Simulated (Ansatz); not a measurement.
Input file:

```yaml
crystal:
  periodic: [false, false, false]
  atoms:
    - {symbol: Al, position_ang: [0.084376, 0.005225, 0.344564]}
    - {symbol: Ga, position_ang: [-0.080498, 0.013599, -2.314342]}
    - {symbol: H, position_ang: [-0.003878, -0.018825, 1.969778]}
basis:
  gaussian: {orbitals: cc-pVTZ}
magnetization: {spin_polarized: true, initial_magnetization: 1}
hamiltonian: {xc: {name: revPBE}}
```

```sh
$ ansatz run in.yaml --threads 1 --pin off --events-out ev --progress --plain --max-ram 2393MiB
```

Log:

```
696 factors; their error is unknown
mean field evaluation 1: about -58984.3596 eV, gradient 1.5e1 eV
mean field evaluation 2: about -58982.6893 eV, gradient 2.0e1 eV
mean field evaluation 4: about -58985.4583 eV, gradient 1.4e0 eV
mean field evaluation 8: about -58985.4751 eV, gradient 3.0e-2 eV
mean field evaluation 16: about -58985.4752 eV, gradient 4.5e-5 eV
mean field evaluation 32: about -58985.4750 eV, gradient 1.5e-6 eV
mean field evaluation 64: about -58983.8061 eV, gradient 4.5e0 eV
mean field -58985.47515851 eV, -2167.6762302841 hartree, gradient 9.8e-6 eV, S^2 0.756506; 5 other end points of the search recorded, 0 dependent functions left out
reference -58985.47520375 eV, -2167.6762319469 hartree; 23, 22 occupied and 68, 69 virtual orbitals, 696 factors
Total energy: -58985.47520375 eV, -2167.6762319469 hartree
```

Ran on 1 thread of Intel Xeon 6975P-C, shared host: 11 s wall, 0.27 GiB peak host memory.
